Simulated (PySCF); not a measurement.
Isomers of C3H2S, one conformer each. Theory: core-valence-separated Tamm–Dancoff BHandHLYP/aug-pcX-1 (pcseg-1 on H, def2-SVPD on S) in PySCF, non-relativistic, gas phase, PBE0-D3(BJ)/def2-SVP geometry. No empirical shift is added; at this level the pattern usually sits a few eV under experiment.

P. `S=c1cc1` (cyclopropenethione)
Q. `C#CC=S` (thiopropynal)

Main lines, eV (oscillator strength):
1. C K: 282.7 (0.138), 283.7 (0.088), 287.3 (0.028), 288.3 (0.019), 288.8 (0.054)
2. C K: 282.1 (0.043), 282.1 (0.076), 282.6 (0.011), 283.7 (0.066), 284.0 (0.052)
Listed: the first five lines at most of each edge with a tenth or more of its strongest line's intensity; roots within 0.03 eV on the same or equivalent atoms are summed. Only the lowest roots were sought, and the top ones are left out.

**Question.** Which spectrum belongs to which isomer?

**Answer.** 1 = P, 2 = Q.
- P: first C line listed at 282.7 eV, hole on the unsaturated ring CH carbon (1s→π*).
- Q: first C line listed at 282.1 eV, hole on the terminal alkyne carbon (1s→π*).

**Question.** What are the ground-state energies of the isomers at BHandHLYP/aug-pcX-1 (pcseg-1 on H, def2-SVPD on S), relative to the lowest?

**Answer.** P 9.6, Q 0.0 kJ/mol (electronic energies on these geometries, no dispersion or zero-point terms).
